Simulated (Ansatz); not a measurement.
# SiH2 (triplet): the correlation ladder at distance H1–H2 along a hydrogen transfer = 0.837 Å, cc-pVDZ

Aim: climb from Hartree-Fock through coupled cluster and multireference methods for SiH2 (triplet) at one geometry and basis, and see what each rung misses.

Method: cc-pVDZ, core rule «outside noble gas», up to 5 orbitals frozen; program: Ansatz 0.2.0, Gaussian basis.

The runs, in order: UHF; CCSD(T) on ROHF; CCSD(T) on UHF; BCCD(T) on ROHF; CISD; CCSDT(Q) on ROHF; CCSDT(Q) on UHF; CISDTQ; CASSCF and MRCISD+Q, 4 electrons in 4 orbitals; CASSCF and NEVPT2, 4 electrons in 4 orbitals; CASSCF and MRCISD+Q, 6 electrons in 6 orbitals; CASSCF and NEVPT2, 6 electrons in 6 orbitals; Full CI.

8 further runs of the same task are left out: 7 that didn't finish, 1 set aside as unsound or not needed.

## Step 1: What is computed

The geometry derives from fragments relaxed apart (PBE0/def2-TZVP) and kept rigid, so it is no stationary point. A hydrogen atom is moved between rigid fragments.

3 atoms, charge 0, spin multiplicity 3.

Atoms are counted from 1 here; the program's logs count them from 0.

Bond lengths: H1–H2 0.837 Å, H2–Si3 1.670 Å. Angles: H1–H2–Si3 180.0°.

## Step 2: UHF

Contents of in.yaml:

```yaml
crystal:
  periodic: [false, false, false]
  atoms:
    - {symbol: H, position_ang: [0.000000, 0.000000, -1.114667]}
    - {symbol: H, position_ang: [0.000000, 0.000000, -0.277667]}
    - {symbol: Si, position_ang: [0.000000, 0.000000, 1.392333]}
basis:
  gaussian: {orbitals: cc-pVDZ}
magnetization: {spin_polarized: true, initial_magnetization: 2}
hamiltonian: {xc: hf}
output: {orbitals: {seedname: orbitals}}
```

Started as:

```sh
> ansatz run in.yaml --threads 1 --pin off --events-out ev --progress --plain --max-ram 2393MiB
```

The runs that follow: CCSD(T) on ROHF; CCSD(T) on UHF; BCCD(T) on ROHF; CISD; CCSDT(Q) on ROHF; CCSDT(Q) on UHF; CISDTQ; CASSCF and MRCISD+Q, 4 electrons in 4 orbitals; CASSCF and NEVPT2, 4 electrons in 4 orbitals; CASSCF and MRCISD+Q, 6 electrons in 6 orbitals; CASSCF and NEVPT2, 6 electrons in 6 orbitals; Full CI.

Before running them: what should the planned runs give, taken together? Wanted: FCI below the RHF energy; RMP2 from FCI; UMP2 from FCI; RCCSD from FCI; RCCSD(T) from FCI; UCCSD(T) from FCI; RCCSDT(Q) from FCI; UCCSDT(Q) from FCI; NEVPT2 pair from FCI.

**Answer**, as computed:

| quantity | value |
| --- | --- |
| FCI below the RHF energy | -3.1215 eV |
| RMP2 from FCI | +78.6 kJ/mol |
| UMP2 from FCI | +78.4 kJ/mol |
| RCCSD from FCI | +7.6 kJ/mol |
| RCCSD(T) from FCI | +1.9 kJ/mol |
| UCCSD(T) from FCI | +1.9 kJ/mol |
| RCCSDT(Q) from FCI | 0.0 kJ/mol |
| UCCSDT(Q) from FCI | 0.0 kJ/mol |
| NEVPT2 pair from FCI | +74.3 kJ/mol |
| MRCISD+Q pair from FCI | -5.2 kJ/mol |
| NEVPT2 valence from FCI | +58.0 kJ/mol |
| levels within 1 kcal/mol (43 meV) | RCCSD(T), UCCSD(T), BCCD(T), RCCSDT, UCCSDT, CISDTQ, RCCSDT(Q), UCCSDT(Q), MRCISD+Q valence |
| T1 diagnostic | 0.023 |
| effectively unpaired electrons | 2.06 |

What this shows: RCCSD(T) lands +1.9 kJ/mol from the yardstick (0.6 % of the correlation energy). MRCISD+Q pair falls below full CI: the +Q correction isn't variational, and the cores differ from full CI's. One determinant dominates. Of the multireference levels listed MRCISD+Q valence comes nearest in total energy (+0.6 kJ/mol), which doesn't show that its space is the better one. These misses are within one basis, not against nature; the frozen cores of restricted and unrestricted runs differ, which can shift their rows.
